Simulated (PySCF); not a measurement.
# A diatomic session: BCl+

An exercise on one series of results from a longer session: the logs are not shown, and one member is left open.

Program: PySCF 2.14.0. Level of theory: B aug-cc-pVDZ, Cl aug-cc-pV(D+d)Z, no relativity. These are calculated values, not measurements.

The first run:

The job is set up so:

```
atoms                         : B, Cl
charge                        : 1
basis                         : B aug-cc-pVDZ, Cl aug-cc-pV(D+d)Z
Hamiltonian                   : no relativity
basis functions               : 55
electrons treated             : 21
masses in u                   : 11.0093, 34.9689
levels                        : PBE0, PBE, r²SCAN, revPBE, r²SCAN0, B3LYP, LC-ωPBE, HF, MP2, SCS-MP2, CCSD, CCSD(T)
grid                          : 80 radial by 434 angular points
occupations                   : held fixed by the projection of orbital angular momentum
dissociation limit            : B+ + Cl, each in its ground configuration
starting distance in angstrom : 1.885
values of 2S to try           : 1, 3
```

Run with:

```sh
$ OMP_NUM_THREADS=1 python dia.py task.json out
```

Among the steps run: The job; First curve: PBE0; Higher solutions at PBE0; PBE (GGA); r²SCAN (meta-GGA); revPBE (GGA); r²SCAN0; B3LYP (global hybrid GGA); LC-ωPBE (range-separated hybrid); UHF; Correlated methods on the Hartree–Fock reference.

One of the session's tables, all rows but one given; the rest of the session is left out.

Energy (eV) from each level's lowest point:

```
R (Å)    UHF  UHF-MP2  UHF-SCS-MP2  UHF-CCSD  UHF-CCSD(T)
1.385  1.505    1.631        1.634       n/a          n/a
1.449  0.661    0.745        0.749     0.752        0.783
1.513  0.197    0.245        0.248     0.251        0.270
1.562  0.037    0.060        0.062     0.064        0.073
1.610  0.000    0.000        0.000     0.000        0.000
1.658      ?        ?            ?         ?            ?
1.723  0.245    0.206        0.197     0.184        0.163
1.803  0.596    0.547        0.525     0.492        0.459
1.900  1.105    1.075        1.032     0.952        0.911
2.029  1.782    1.883        1.800       n/a          n/a
```

Estimate the missing values for R (Å) = 1.658.

Worked estimate for «UHF». A straight line through the neighbours (1.610, 0.000) and (1.723, 0.245) gives 0.000 + (0.245 − 0.000) × (1.658 − 1.610) / (1.723 − 1.610) = 0.104; a parabola fitted to 4 rows on both sides gives 0.065.

As computed: UHF: 0.058; UHF-MP2: 0.039; UHF-SCS-MP2: 0.036; UHF-CCSD: 0.032; UHF-CCSD(T): 0.022. In «UHF» the line misses by +0.046 and the parabola by +0.007.
